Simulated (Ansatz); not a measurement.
A made-up structure of CHOSi, doublet:

```csv
atom,x (Å),y (Å),z (Å)
C1,-2.0504,0.0660,0.1812
Si2,-0.2657,1.0467,-0.1616
O3,1.2207,-0.0305,-0.1095
H4,1.0954,-1.0822,0.0899
```

It is relaxed with PBE-D4/def2-SVP and then PBE0-D4/def2-TZVP (Ansatz 0.2.0). Atoms count as bonded within 1.22 times the sum of their covalent radii (H–H: 0.88 Å). The end point is not checked to be a true minimum.

Q: Does its bonding change? (A judgement: the text doesn't fix the answer.)

A: Computed: No: no bond forms or breaks.

Where it ends: The first stage lowers the energy by 0.70 eV in 7 steps. It ends as CHOSi ([C][Si][OH]):
| atom | x (Å) | y (Å) | z (Å) |
| --- | --- | --- | --- |
| C1 | -1.8306 | 0.0592 | 0.1617 |
| Si2 | -0.2371 | 0.9344 | -0.1443 |
| O3 | 1.0900 | -0.0273 | -0.0977 |
| H4 | 0.9777 | -0.9663 | 0.0803 |

Labels in which every atom is bracketed show which atoms are joined, not bond orders.

For scale, one of the runs: PBE0-D4/def2-TZVP relaxation, 105 basis functions, launched by `ansatz run in.yaml --threads 2 --pin off --events-out ev --progress --plain --max-ram 4352MiB`. The run took about 56 s on 2 CPU threads of an Arm Neoverse V1 (shared host).
